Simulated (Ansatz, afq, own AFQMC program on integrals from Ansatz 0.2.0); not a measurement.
**CH₃, doublet → CH3⁺, triplet**

```yaml
atoms:
  - { symbol: C, position_ang: [0.0000, 0.0000, 0.0000] }
  - { symbol: H, position_ang: [1.0799, 0.0140, -0.0003] }
  - { symbol: H, position_ang: [-0.5521, 0.9282, -0.0027] }
  - { symbol: H, position_ang: [-0.5278, -0.9423, 0.0031] }
```

E(triplet, charge +1) − E(doublet, charge +0) at this geometry, on UHF and UHF determinants.

Basis cc-pVDZ. Only valence electrons are correlated. Ansatz 0.2.0 and our own AFQMC program on the same integrals; the CISD trial comes from CCSD amplitudes, and released means the phaseless constraint is let go. ± is one standard error of the sampling. The errors of all members are added in quadrature.

No full CI on the walks' own integrals is used here; CCSDT(Q) serves as the reference and is uncertain by about the last step of the cluster series. Each member takes its own surest rung, up to full CI.

The best estimate is CCSD(T) at the basis-set limit (CBS: def2-TZVPP and def2-QZVPP, with their diffuse functions for anions and beside diffuse sets, CCSD(T) itself extrapolated) plus the step from CCSD(T) to CCSDT(Q) in cc-pVDZ. Rows without CBS are in cc-pVDZ, the functionals in def2-TZVP; B2PLYP and the wave-function rows carry a basis error of their own. Core correlation and relativity beyond core potentials are missing, and ± holds the sampling alone.

Cautions: CH₃⁺ (triplet): another spin lies lower, the search met a lower determinant of the same kind, perhaps of another symmetry (14 meV lower), and this one is a saddle point, the ph-AFQMC/CISD walk drifts between its halves (2.9 errors); this isn't the first ionization.

```tsv
level	vertical ionization energy (kcal/mol)
wB97M-V	342.6
B3LYP	344.2
MP2	339.5
```

Question: From these cheaper values, estimate the vertical ionization energy at the level of the best estimate.

Answer: 346.3 kcal/mol (best estimate, highest rung CCSDT(Q)).

```
         level  vertical ionization energy (kcal/mol)  error against the best estimate (kcal/mol)
            HF                                  321.6                                       -24.6
          CCSD                                  339.5                                        -6.8
       CCSD(T)                                  339.8                                        -6.5
         CCSDT                                  339.7                                        -6.5
      CCSDT(Q)                                  339.8                                        -6.5
 ph-AFQMC/CISD                            340.0 ± 0.2                                  -6.2 ± 0.2
released AFQMC                            339.9 ± 0.1                                  -6.4 ± 0.1
        HF/CBS                                  321.9                                       -24.4
       MP2/CBS                                  346.2                                        -0.1
   CCSD(T)/CBS                                  346.3                                         0.0
           PBE                                  339.5                                        -6.8
        r2SCAN                                  341.0                                        -5.3
          PBE0                                  341.5                                        -4.8
        B2PLYP                                  343.0                                        -3.3
```

Correlation beyond CCSD(T) changes it by less than 2 meV. Going to the basis-set limit adds 6.5 kcal/mol at CCSD(T). The perturbative (T) step is worth +0.3 kcal/mol. The functionals spread over 4.7 kcal/mol; B3LYP comes nearest and PBE is 6.8 kcal/mol too low.

Best estimates are given only where the step beyond CCSD(T) is under 0.3 eV and no member's determinant is very poor (T1 over 0.05, or 0.07 for open shells, ⟨S²⟩ too high by 0.3, two states mixed), so the hardest cases are missing from such tables.

The functionals ran in a triple-zeta set and keep a basis error of their own, a few kJ/mol for each bond in atomization energies and more for double hybrids, so close places among them and the extrapolated levels can swap.

CCSDT and higher add their correlation energy to the determinant of the CCSD(T) run, since their own runs factorise the integrals more tightly (a shift of under 2 meV). Each member of a difference takes its own highest rung, so a best estimate needn't equal the limit plus the step of one row. A walk keeps the symmetry of its determinant, which the program's search chose and which needn't be the lowest solution, so a lower state of the same spin and another symmetry isn't excluded. Released energies are given only where the last usable release times agree within the noise; a slower fall can still hide under it.
